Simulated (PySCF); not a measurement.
One molecule, one basis, several functionals.

Compound: COS.
InChI=1S/COS/c2-1-3

PySCF, pcSseg-2 basis, density fitting, gas phase, PBE0-D3(BJ)/def2-SVP geometry. One functional is left out:

```tsv
functional	exact exchange (%)	HOMO energy (eV)	LUMO energy (eV)	dipole moment (D)
B97-D	0	-7.46	-1.80	0.670
BLYP	0	-7.32	-1.76	0.720
BP86	0	-7.57	-1.96	0.663
LDA	0	-7.65	-2.09	0.756
OPBE	0	-7.53	-1.80	0.580
PBE	0	-7.48	-1.87	0.665
B3LYP	20	-8.45	-1.15	0.745
B97-2	21	-8.46	-0.96	0.683
PBE0	25	-8.70	-0.90	0.690
BHandHLYP	50	-9.77	0.19	0.768
```

Q: Predict the row of mPW1PW91 (25 % exact exchange) by straight lines through the other rows, and check it.

A: 
```csv
property,line,computed,computed − line,"PBE0 (25 %), for comparison"
HOMO energy (eV),-8.65,-8.72,-0.07,-8.70
LUMO energy (eV),-0.86,-0.92,-0.06,-0.90
dipole moment (D),0.716,0.696,-0.020,0.690
```

Q: Which of these properties follows the share of exact exchange most closely, and which least?

A: Most closely the HOMO energy, least the dipole moment; the correlations over the tabulated rows are HOMO energy -0.994, LUMO energy 0.990, dipole moment 0.511. The HOMO energy moves by -0.458 eV for every 10 %. Functionals with the same share still differ in their other parts: at 0 % BLYP and LDA differ by 0.33 eV in it.
